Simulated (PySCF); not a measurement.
C3H2O (charge +1 and doublet state).
Structure used (GFN2-xTB), in Å, numbered top down from 1:
```xyz
6
C3H2O angstrom
C     -1.053    0.081    0.262
C      0.216   -0.017    0.097
C      1.516   -0.115   -0.073
O      2.635   -0.200   -0.216
H     -1.648    0.935   -0.077
H     -1.663   -0.681    0.759
```

The species is `[CH2+][C]=C=O` [radical] (charge +1).

Method used: UKS B3LYP, pcH-1 on C H O, non-relativistic, mean-field spin-orbit, GIAO in PySCF. Isolated species at its GFN2-xTB geometry, gas phase. Couplings are sensitive to structure, and on GFN2-xTB geometries they can be far from those on DFT ones, by a factor of two or more for some ions and for spin on atoms past the first row.

(1) Match the computed a_iso(13C) values -56.1, -52.9, +48.4 MHz with the sites C1; C2; C3.

## Answers

(1) 
```json
{"site": "C1", "a_iso (MHz)": "-52.9", "ρ(0) (bohr⁻³)": "-0.0470", "position": "1 bond from C2", "distance from C2 (Å)": "1.28", "spin population": "-0.12", "largest |T| (MHz)": "14.9"}
{"site": "C2", "a_iso (MHz)": "+48.4", "ρ(0) (bohr⁻³)": "+0.0431", "position": "largest spin population", "distance from C2 (Å)": "0.00", "spin population": "+0.70", "largest |T| (MHz)": "111.7"}
{"site": "C3", "a_iso (MHz)": "-56.1", "ρ(0) (bohr⁻³)": "-0.0499", "position": "1 bond from C2", "distance from C2 (Å)": "1.31", "spin population": "+0.01", "largest |T| (MHz)": "14.9"}
```

ρ(0) is the spin density at the nucleus and T the dipolar tensor; entries for several nuclei are means. Largest spin populations (Mulliken): C2 (+0.70), O4 (+0.29), C1 (-0.12) and H5 (+0.06).

On Intel Xeon at 2.50 GHz, one thread, shared host with 64 logical CPUs at a one-minute load of 60, this took 40 s (with the writing of density and orbital grids) and 0.38 GiB of memory at its peak.
